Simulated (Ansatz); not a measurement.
A made-up structure of SiNH2S, doublet:

N1  (-1.385, 0.186, 1.240)
Si2  (-0.382, -0.305, -0.096)
S3  (1.239, 0.288, -0.552)
H4  (-0.499, -1.252, -1.174)
H5  (1.027, 1.083, 0.582)
(Å)

It is relaxed with PBE-D4/def2-SVP and then PBE0-D4/def2-TZVP (Ansatz 0.2.0). Atoms count as bonded within 1.22 times the sum of their covalent radii (H–H: 0.88 Å). The end point is not checked to be a true minimum.

Task: Does its bonding change? (Judge from chemistry; the calculation decides.)

Result: Computed: No: no bond forms or breaks.

Where it ends: The first stage lowers the energy by 2.11 eV in 7 steps. It ends as SiNH₂S ([N][SiH][SH]):
N1  (-1.492, 0.017, 1.111)
Si2  (-0.476, -0.373, -0.111)
S3  (1.416, 0.466, -0.462)
H4  (-0.774, -1.390, -1.143)
H5  (1.327, 1.281, 0.605)
(Å)

Labels in which every atom is bracketed show which atoms are joined, not bond orders.

For scale, one of the runs: PBE0-D4/def2-TZVP relaxation, 117 basis functions, launched by `ansatz run in.yaml --threads 2 --pin off --events-out ev --progress --plain --max-ram 4352MiB`. The run took about 22 s on 2 CPU threads of an Arm Neoverse V1 (shared host).
